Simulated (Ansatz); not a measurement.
Corundum (α-Al2O3) was calculated with PBE-D4 in Ansatz (PAW).

Settings: plane-wave cutoff 520 eV, 8×8×8 k mesh, Fermi–Dirac smearing 0.01 eV, scalar-relativistic PAW data made under PBE.

Equation-of-state points:

| V (Å³/atom) | E − E_lowest (meV/atom) | P (GPa) |
|---|---|---|
| 8.244 | 10.99 | 10.61 |
| 8.416 | 2.65 | 5.04 |
| 8.588 | 0.00 | 0.00 |
| 8.760 | 2.49 | -4.56 |
| 8.931 | 9.63 | -8.69 |

Q: Estimate the bulk modulus from the pressures at 8.416 and 8.760 Å³/atom, and compare it with a fit to all energies.

A: B = −V dP/dV. Between V = 8.416 and 8.760 Å³/atom, dP/dV = (-4.56 − (5.04))/(8.760 − 8.416) = -27.9 GPa per Å³/atom; at the midpoint 8.588 Å³/atom this gives B ≈ 240 GPa. The third-order Birch–Murnaghan fit gives V0 = 8.588 Å³/atom, B0 = 240 GPa, B′ = 4.0, which lies within 1 % of that estimate.

Shape and atoms are relaxed at each volume.

Measured, for comparison: bulk modulus 254 GPa (298 K, copied from a table, unchecked, no zero-point or thermal correction, with K' = 4.34, our sources range from 239 to 254; as tabulated in BurnMan's mineral tables). Computed (rounded) less measured: bulk modulus not scored (unchecked).

Note: the bulk modulus comes from volumes at which shape and atoms were relaxed.

The result took around 6 core-minutes (rough).

Ansatz is a program for electronic structure.
